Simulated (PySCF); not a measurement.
Assignment exercise: C$_{5}$H$_{4}$O

Cartesian coordinates in Å; atom numbers follow the order of the lines, from 1:
```xyz
10

C    -1.9095    0.3393   -0.2816
C    -0.9843   -0.5980   -0.0308
C     0.4068   -0.2552    0.1193
C     1.6633   -0.7054    0.3519
C     1.4864    0.6953    0.1586
O     1.9022    1.8193    0.0835
H    -1.6270    1.3915   -0.3792
H    -2.9652    0.0816   -0.3956
H    -1.2616   -1.6534    0.0677
H     2.2650   -1.5970    0.5450
```

[PySCF 2.14: coordinates at the PBE0-D3(BJ)/def2-SVP level; NMR shieldings at B3LYP/pcSseg-2/GIAO; B3LYP/pcJ-1 coupling constants (without the spin–dipole term); no solvent; one conformer; no relativistic terms]

Scale: TMS for 13C, 1H (reference shieldings calculated alike).

Problem. Assign these signals to the numbered atoms. 13C{1H} NMR (computed): δ 175.7, 155.6, 152.5, 150.3, 130.6.

Solution. 
| δ (ppm) | atoms | environment | reason |
| --- | --- | --- | --- |
| 175.7 | C3 | unsaturated ring carbon | – |
| 155.6 | C5 | ring carbonyl carbon | – |
| 152.5 | C4 | unsaturated ring CH | – |
| 150.3 | C1 | terminal =CH2 carbon | the olefinic region |
| 130.6 | C2 | alkene CH | as expected for a trigonal carbon in a double bond |

Problem. Assign these signals to the numbered atoms. 1H NMR (300 MHz, computed): δ 8.47 (d, J = 2.1 Hz, 1H), 6.66 (m, 1H), 6.50 (m, 1H), 6.39 (m, 1H).

Solution. 
```tsv
δ (ppm)	atoms	environment	reason
8.47	H10	hydrogen on a unsaturated ring CH	–
6.66	H7	hydrogen on a terminal =CH2 carbon	olefinic region
6.50	H9	hydrogen on an alkene CH	olefinic region
6.39	H8	hydrogen on a terminal =CH2 carbon	a vinylic proton, deshielded by the sp2 carbon and the C=C anisotropy
```

H9 and H8 lie closer than the usual error of such a calculation, so a measured spectrum could show them in the other order.

Multiplet labels drop couplings under 1 Hz and merge nearly equal ones. Unscaled 3J(H,H) at this level run about 10 % above measured values. Shifts are as computed. Against solution values, carbons near 30 ppm lie about +3 ppm off and those near 130 ppm about +8 ppm. Of 1211 compounds with measured shifts, 218 miss one by over three times the rms of a fit or turn the order of signals round; such compounds aren't used in these exercises.
